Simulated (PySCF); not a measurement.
Method: TPSSh-D3(BJ)/def2-TZVP // BP86-D3(BJ)/def2-SVP (PySCF 2.14.0). All species are isolated molecules in the gas phase. 

Reference species (SMILES): `[OH]` (neutral, multiplicity 2).

```yaml
dipole_moment: 1.75 D
```

Changed species: `C[N]C` (free radical N(CH3)2; the reference has free radical OH).

Question: What does the change do to the dipole moment?

Answer: the dipole moment falls by 0.05 D, to 1.70 D.
